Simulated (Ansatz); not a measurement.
Program: Ansatz. Geometries: PBE0-D4/def2-TZVP. ΔE: electronic, gas phase. CBS: MP2 limit from def2 TZ/QZ plus the TZ coupled-cluster correction, frozen cores. DFT in def2-TZVPP. B3LYP here is the variant with VWN-RPA as its local correlation; programs differ in this. HSE06 is defined as in plane-wave codes. Each species was taken in one conformer, which may not be the lowest.

`NC1=COC1` → `CC(N)=C=O`  (isomerisation)

Problem. Is it downhill or uphill in electronic energy at CCSD(T)/CBS, and by how much? (An estimate is asked.)

Solution. Computed: Downhill: ΔE = -89.9 kJ/mol.

Problem. What do these levels give: B3LYP-D4, ωB97X-V, ωB97M-V, HSE06, CAM-B3LYP, HF/def2-SVP, MP2/def2-SVP, HF/def2-TZVPP, SCS-MP2/def2-TZVPP, HF/def2-QZVPP, MP2/def2-QZVPP, CCSD/CBS(def2)? (Estimate.)

Solution. Ansatz gave: B3LYP-D4 -107.0, ωB97X-V -89.2, ωB97M-V -93.9, HSE06 -88.5, CAM-B3LYP -98.2, HF/def2-SVP -109.0, MP2/def2-SVP -108.5, HF/def2-TZVPP -111.3, SCS-MP2/def2-TZVPP -97.0, HF/def2-QZVPP -110.9, MP2/def2-QZVPP -93.3, CCSD/CBS(def2) -89.7 kJ/mol.

Problem. What do rigid-rotor, harmonic-oscillator terms from PBE0-D4/def2-TZVP frequencies (298.15 K, 1 bar) make of the CCSD(T)/CBS value? (Best estimate.)

Solution. The calculation gave: ΔZPE = -4.8 kJ/mol, ΔH = -91.7 kJ/mol, ΔS = 25 J/(mol·K), ΔG = -99.1 kJ/mol.

Largest T1 diagnostic among the species: 0.015.

From BLYP to BHLYP (50 % exact exchange), in def2-TZVPP and without D4, ΔE moves by +15.8 kJ/mol. Leaving LDA and LC-ωPBE aside and taking each functional with its dispersion term where it has one, the values, not all of them listed here, spread over 28.4 kJ/mol, from BLYP-D4 to PBE-QIDH. LDA lies +23.1 kJ/mol from PBE without D4. In def2-TZVPP, CCSD(T) changes the Hartree–Fock value by +18.3 kJ/mol (the triples alone add −0.2 kJ/mol) and MP2 by +16.1 kJ/mol.
